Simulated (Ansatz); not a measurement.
Z-matrix (Å, degrees):
```
C
N 1 1.1622
```
Charge 0, spin multiplicity 2.

All values below come from frozen-core CCSD(T)/def2-TZVPP // B3LYP-D3(BJ)/def2-TZVP (Ansatz, an electronic-structure program).

```json
{
 "HF energy": "-92.23899 Ha",
 "MP2 correlation energy": "-0.27500 Ha"
}
```

**Question.** Estimate the CCSD correlation energy, the (T) correction, the total energy and the T1 diagnostic.

**Answer.** 
- CCSD correlation energy = -0.31095 Ha
- (T) correction = -0.01805 Ha
- CCSD(T) total energy = -92.56799 Ha
- T1 diagnostic = 0.087
